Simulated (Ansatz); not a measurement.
Eight cases of atomisation energy with Al to Br (electronic energies, kJ/mol), geometries: B3LYP-D3(BJ)/def2-TZVP. Functionals by Ansatz (an electronic-structure program) in def2-TZVPD; columns hold the difference against the high level (Ansatz, AFQMC by cisd_afqmc): A = CCSD(T)/CBS(cc-pV(Q+d)Z,cc-pV(5+d)Z) + [CCSDT(Q) - CCSD(T)]/cc-pV(D+d)Z + core + X2C; B = CCSD(T)/CBS(cc-pV(Q+d)Z,cc-pV(5+d)Z) + [CCSDT(Q) - CCSD(T)]/cc-pV(Q+d)Z + [CCSDTQ - CCSDT(Q)]/cc-pV(D+d)Z + core + X2C; C = CCSD(T)/CBS(cc-pV(Q+d)Z,cc-pV(5+d)Z) + [CCSDT(Q) - CCSD(T)]/cc-pV(T+d)Z + core + X2C; D = CCSD(T)/CBS(cc-pV(T+d)Z,cc-pV(Q+d)Z) + [CCSDT(Q) - CCSD(T)]/cc-pV(T+d)Z + core + X2C; E = CCSD(T)/CBS(cc-pVQZ,cc-pV5Z) + [CCSDT(Q) - CCSD(T)]/cc-pVTZ; F = CCSD(T)/CBS(cc-pVQZ,cc-pV5Z) + [CCSDT(Q) - CCSD(T)]/cc-pVTZ + [CCSDTQ - CCSDT(Q)]/cc-pVDZ. The cases were drawn at random from those of this class that have a high level and all functionals, leaving out states under which another spin lies or may lie. Left out are anions, K, Ca, elements past Kr, ionisation of Li, Na and Mg, pi-pi* triplets of linear molecules and other triplets made from a closed-shell parent. Runs that doubt their state, and full CI more than 15 mEh from coupled cluster, are set aside; a case stays where another high level and all functionals remain. AFQMC serves as high level only in triple zeta or larger, with a steady walk, a bar under 0.8 kcal/mol and agreement with other high levels or trials where they ran; where none ran, an unstable determinant or (outside 3d species) a high T1 diagnostic also bars it, so strongly correlated cases are thinned. No case was kept or dropped by the size of a functional's miss. Each difference is the functional minus the high level; affinities count positive where energy is released, gaps as the second state minus the first. Radicals and triplets start from unrestricted determinants; spin-orbit coupling is neglected. Cores are frozen in correlated methods (noble-gas shells, and filled d and f shells in the p block). Rows without X2C or -DK are non-relativistic. CBS(X,Y): correlation extrapolated as X^-3, Hartree-Fock from the larger set (Q,5: extrapolated as (X+1)exp(-9√X)). A bracket is a step between two methods taken in the basis named. Functionals run without relativity, which enters their misses. '+ core + X2C': CCSD(T) terms for core correlation (cc-pwCVTZ, 1s frozen past Ne) and scalar relativity (cc-pVTZ-DK). Where a partner has so few electrons that a lower coupled-cluster level is exact, that level stands in. The T1 diagnostic of O2Se (O=[Se]=O, singlet) reaches 0.030 in the sets run. The restricted determinant of O2Se (O=[Se]=O, singlet) is unstable towards broken spin symmetry in at least one set run. The UHF reference of HOSe ([O][SeH], doublet) is spin-contaminated (<S^2> up to 0.03 over the pure value in the sets run). The UHF reference of CH3Si ([CH]=[SiH2], doublet) is spin-contaminated (<S^2> up to 0.40 over the pure value in the sets run).

| case | level | value |
|---|---|---|
| SiF4 (SMILES F[Si](F)(F)F) | A | 2412.0 |
| AlHCl2 (SMILES [Cl][AlH][Cl]) | C | 1177.7 |
| CH3S (SMILES C[S], doublet) | A | 1602.1 |
| SeO2 (selenium dioxide, SMILES O=[Se]=O) | F | 881.0 |
| HSeO (SMILES [O][SeH], doublet) | F | 689.8 |
| CH6Ge (SMILES [CH3][GeH3]) | E | 2492.5 |
| CH3Si (SMILES [CH]=[SiH2], doublet) | D | 1452.0 |
| CCl (SMILES [C]Cl, doublet) | B | 410.5 |

Question: Predict the difference of PBE, PBE0, CAM-B3LYP for each case and sum up.

Answer: 
```csv
case,PBE,PBE0,CAM-B3LYP
SiF4 (SMILES F[Si](F)(F)F),-31.0,-98.7,-42.7
AlHCl2 (SMILES [Cl][AlH][Cl]),-27.1,-29.1,-34.8
"CH3S (SMILES C[S], doublet)",25.7,4.8,1.1
"SeO2 (selenium dioxide, SMILES O=[Se]=O)",92.5,-47.6,-53.5
"HSeO (SMILES [O][SeH], doublet)",58.8,-8.4,-6.1
CH6Ge (SMILES [CH3][GeH3]),-16.4,-22.4,5.1
"CH3Si (SMILES [CH]=[SiH2], doublet)",8.8,-12.3,-4.3
"CCl (SMILES [C]Cl, doublet)",48.4,13.5,-10.2
```
PBE: mean +20.0, mean absolute 38.6, median absolute 29.1, largest +92.5; PBE0: mean -25.0, mean absolute 29.6, median absolute 18.0, largest -98.7; CAM-B3LYP: mean -18.2, mean absolute 19.7, median absolute 8.1, largest -53.5 kJ/mol. PBE lies above in 5 and below in 3 of the eight.
